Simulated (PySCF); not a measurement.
Results of a calculation; reference values are marked as such.
SiH3O

SiH3O is a small molecule (built as: Si site whose three back bonds go to OH, H, H), neutral, doublet. The structure, one conformer, was relaxed in the gas phase by PBE0-D3(BJ)/def2-SVP. No frequency run checks that it is a minimum.

SMILES: O[SiH2]

```tsv
atom	x (Å)	y (Å)	z (Å)
Si1	-0.508	-0.001	0.467
O2	1.135	-0.269	0.416
H3	-0.867	1.399	0.057
H4	-1.265	-0.976	-0.390
H5	1.586	-0.225	-0.433
```

EPR values by unrestricted B3LYP, IGLO-III on O Si, pcH-1 on H.

(1) Predict g and the largest hyperfine couplings. Where does the spin sit?

(2) How do the isotropic couplings move with BHandHLYP?

Results:

(1) g = 2.0013, 2.0021, 2.0039. The spin sits on Si1 (91 %, bonded to 1 O + 2 H) by Mulliken populations.
| atom | isotope | isotropic (MHz) | dipolar, principal values (MHz) |
| --- | --- | --- | --- |
| Si1 | 29Si | -688.0 | -160.0, 79.9, 80.1 |
| H3 | 1H | 92.9 | -8.6, 0.4, 8.2 |
| H4 | 1H | 88.5 | -8.6, 0.3, 8.3 |
| O2 | 17O | -75.1 | -7.9, 3.7, 4.3 |
| H5 | 1H | 60.6 | -4.1, -2.8, 6.9 |

(2) Si1 -688.0 to -715.9 MHz, H3 92.9 to 94.0 MHz, H4 88.5 to 90.0 MHz, O2 -75.1 to -71.9 MHz.
